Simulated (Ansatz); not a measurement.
The same path of BH4N + H4Si (11 atoms, charge 0, multiplicity 1) was run twice with different band settings. Lost on the way: B1–H2, Si7–H11. Made: B1–Si7, H2–H11.

These are results of RKS PBE-D4/6-31G* (Ansatz), not measurements.

Relaxed end points:

```xyz
11
Properties=species:S:1:pos:R:3
B -0.206 -0.760 -0.524
H -0.255 -1.597 0.342
N 0.994 -0.066 -0.722
H 1.835 -0.230 -0.170
H 1.117 0.653 -1.433
H -1.148 -0.498 -1.230
Si 0.413 2.649 1.359
H 0.302 3.886 2.200
H 1.453 2.883 0.304
H -0.908 2.366 0.716
H 0.827 1.502 2.228
```

```xyz
11
Properties=species:S:1:pos:R:3
B 0.224 0.591 -0.415
H -0.307 -0.975 2.711
N 1.265 0.267 -1.291
H 1.342 -0.637 -1.758
H 2.024 0.904 -1.529
H -0.619 -0.252 -0.218
Si 0.162 2.420 0.452
H 0.229 2.337 1.954
H 1.308 3.300 0.014
H -1.107 3.161 0.125
H -0.095 -0.327 3.026
```

Common settings: movable images 5; climbing image yes; spring 5.0 eV/Å²; optimiser quadratic models (default); force threshold 0.05 eV/Å; iteration limit 60; end points relaxed.

| run | start path |
| --- | --- |
| 1 | through a guess of the saddle point |
| 2 | straight line |

Question: What does each run give, and how far can it be trusted?

Answer: Run 1: converged after 20 iterations, highest image 1.424 eV above the first end. Neighbouring images differ by up to 1.2 eV, so the band resolves the path poorly. A vibrational analysis at the climbing image gives one clearly imaginary mode, 641i cm⁻¹: a first-order saddle point.
Run 2: converged after 21 iterations, highest image 1.424 eV above the first end. Neighbouring images differ by up to 1.2 eV, so the band resolves the path poorly. Another band between the same ends (5 images) ends at a top of the same energy, where a vibrational analysis finds 1 clearly imaginary mode.
The orbitals stay closed-shell, which can raise the energy where a bond breaks towards radicals; this wasn't checked here.
